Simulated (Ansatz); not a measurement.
Geometry optimisation, Ansatz, RKS B3LYP/def2-SVPD.

input.yaml

```yaml
crystal:
  periodic: [false, false, false]
  atoms:
    - { symbol: B, position_ang: [0.0, 0.0, 0.0] }
    - { symbol: C, position_ang: [0.0, 0.0, 1.95] }
    - { symbol: H, position_ang: [-0.9996, -0.3092, 2.3205] }
    - { symbol: H, position_ang: [0.7676, -0.7111, 2.3205] }
    - { symbol: H, position_ang: [0.232, 1.0203, 2.3205] }
    - { symbol: H, position_ang: [1.0305, 0.0, -0.595] }
    - { symbol: H, position_ang: [-1.0305, 0.0, -0.595] }
    - { symbol: S, position_ang: [-0.2805, -2.0593, 0.6906] }
    - { symbol: H, position_ang: [-0.8397, -2.8254, -0.3392] }
    - { symbol: H, position_ang: [-0.1575, -1.1562, 1.7686] }
basis:
  gaussian: { orbitals: def2-SVPD }
hamiltonian:
  xc: b3lyp
relax:
  f_tol: 0.15
  max_steps: 25
  restrain:
    - { distance: [0, 7], at: 1.89, k: 30.0 }
    - { distance: [9, 1], at: 1.11, k: 30.0 }
    - { distance: [0, 1], at: 2.8, k: 30.0 }
    - { distance: [9, 7], at: 2.6, k: 30.0 }
```

Run as:

```bash
$ ansatz run input.yaml --threads 4 --pin off --max-ram 5120MiB --backend cpu --events-out ev --progress --plain --runs-dir out
```

Question: Where does it end, and by what steps?

Answer: The forces met the threshold. The restraints hold the end off the free minimum; the threshold counts their pulls, which the force column leaves out. Restrained pairs: B1–S8 (2.19 → 1.85 Å), C2–H10 (1.18 → 1.10 Å), B1–C2 (1.95 → 2.81 Å), S8–H10 (1.41 → 2.61 Å). After 12 steps the energy has fallen by 5.374 eV (the restraints' own energy left out); S8 moved furthest, 1.25 Å.

```csv
step,energy less start (eV),largest force component (eV/Å),accepted
0,0.0000,5.210,yes
1,-0.1738,2.774,yes
2,0.4044,3.191,yes
3,0.1906,2.592,yes
4,-0.1916,2.882,yes
5,-1.2641,3.969,yes
6,-2.7794,3.338,yes
7,-4.2193,2.688,yes
8,-5.1529,2.263,yes
9,-5.3232,1.405,yes
10,-5.3695,1.097,yes
11,-5.3598,1.109,no
12,-5.3741,1.156,yes
```

```xyz
10
Properties=species:S:1:pos:R:3
B 0.016 -0.565 -0.376
C -0.039 -0.069 2.389
H -0.992 -0.089 2.934
H 0.794 -0.184 3.095
H 0.062 0.887 1.861
H 1.074 -0.009 -0.368
H -1.037 -0.003 -0.447
S 0.095 -2.415 -0.448
H -1.235 -2.672 -0.488
H -0.015 -0.923 1.689
```

The run took 11 s on 4 threads of Intel(R) Xeon(R) 6975P-C (Granite Rapids) (shared host), peak memory 0.27 GiB.
